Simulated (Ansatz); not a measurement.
A calculation on zinc-blende HgSe returned lattice constant a 6.179 Å, bulk modulus 50.5 GPa.

For reference: lattice constant a 6.085 Å (measured, 293 K, no zero-point or thermal correction; as tabulated in Cardona et al. (2009), arXiv:0908.2634); bulk modulus 50 GPa (measured, temperature not stated, not corrected to a static lattice, sources range from 48.5 to 51.6; as tabulated in Toher et al. (2017), arXiv:1611.05714).

Task: Which level of theory produced these numbers?
A. LDA (Ansatz, a program for electronic structure)
B. PBE+SOC (Ansatz)
C. HSE06 (Ansatz)
D. PBEsol (Ansatz)

Result: C, HSE06 (Ansatz)

The others give: PBE+SOC 6.236 Å, 43.8 GPa; PBEsol 6.133 Å, 51.6 GPa; LDA 6.063 Å, 57.9 GPa.

Unless a cell is named, each level is at its own relaxed cell (HSE06 29.49, LDA 27.86, PBE+SOC 30.32, PBEsol 28.83 Å³/atom).

Ansatz's density-functional and Hartree–Fock values are scalar-relativistic unless marked +SOC, with PAW data made under PBE.
